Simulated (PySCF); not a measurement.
# How methods differ on the ionisation energy of C

C [He] 2s2 2p2 (3P) → C⁺ [He] 2s2 2p1 (2P), as a difference of total energies. Calculation: PySCF 2.14, in x2c-TZVPall; scalar relativity by spin-free X2C-1e. Correlated levels: valence: 1s2 frozen. The calculations carry no spin-orbit coupling.

```tsv
method	ionisation energy (eV)	error (eV)
UHF	10.797	-0.465
BP86	11.575	+0.313
PBE	11.528	+0.266
MP2 (valence)	11.237	-0.025
SCS-MP2 (valence)	11.111	-0.151
CCSD (valence)	11.141	-0.121
CCSD(T) (valence)	11.166	-0.096
```

Reference: 11.262 eV (measured; NIST levels, between the centres of gravity of the two terms).

Errors of the correlated levels include the incompleteness of this basis and the frozen core.
